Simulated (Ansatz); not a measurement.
Computed with Ansatz on PBE0-D4/def2-TZVP structures; ΔE is electronic, products minus reactants. CCSD(T)/CBS is the MP2 limit (def2-TZVPP, def2-QZVPP) plus CCSD(T) − MP2 in def2-TZVPP, frozen cores. This one scheme is used for every species. DFT in def2-TZVPP. Each species was taken in one conformer, which may not be the lowest.

Reaction (hydrogenolysis of a C–S bond): `CSCS` + H₂ → `CSC` + H₂S

`CSCS`:

```xyz
10

C    -1.448   -0.080    0.623
S    -0.751    0.068   -1.023
C     0.934    0.530   -0.614
S     1.912   -0.682    0.313
H    -1.488    0.888    1.125
H    -2.463   -0.461    0.506
H    -0.866   -0.786    1.217
H     1.421    0.763   -1.561
H     0.945    1.434   -0.001
H     1.804   -1.673   -0.587
```

H₂:

Cartesian coordinates in Å:
```
H 0.251 -0.259 -0.095
H -0.251 0.259 0.095
```

`CSC`:

```xyz
9

C     1.015   -0.131    0.910
S    -0.752   -0.430    0.803
C    -1.041    0.116   -0.883
H     1.563   -0.728    0.178
H     1.332   -0.427    1.910
H     1.246    0.927    0.769
H    -0.471   -0.484   -1.596
H    -2.104   -0.015   -1.086
H    -0.788    1.171   -1.005
```

H₂S:

```xyz
3

S    -0.485   -0.334    0.191
H    -0.286    0.974   -0.028
H     0.771   -0.640   -0.164
```

Task: Is it downhill or uphill in electronic energy at CCSD(T)/CBS, and by how much? (Estimate.)

Result: Computed: Downhill: ΔE = -66.6 kJ/mol.

Task: What do these levels give: PBE-D4, r2SCAN-D4, B97M-V, PBE0-D4, revPBE, BLYP, PBE0, BHLYP, CAM-B3LYP, CCSD/def2-SVP, MP2/def2-TZVPP, CCSD(T)/def2-TZVPP? (Best estimate.)

Result: Computed: PBE-D4 -59.4, r2SCAN-D4 -65.1, B97M-V -73.3, PBE0-D4 -66.4, revPBE -70.7, BLYP -75.3, PBE0 -72.8, BHLYP -84.4, CAM-B3LYP -79.9, CCSD/def2-SVP -81.5, MP2/def2-TZVPP -63.1, CCSD(T)/def2-TZVPP -71.0 kJ/mol.

Largest T1 diagnostic among the species: 0.011.

From r2SCAN to r2SCAN0 (25 % exact exchange), in def2-TZVPP and without D4, ΔE moves by −4.9 kJ/mol. At CCSD(T), def2-SVP lies −9.6 kJ/mol from the extrapolated value and def2-TZVPP −4.3 kJ/mol.
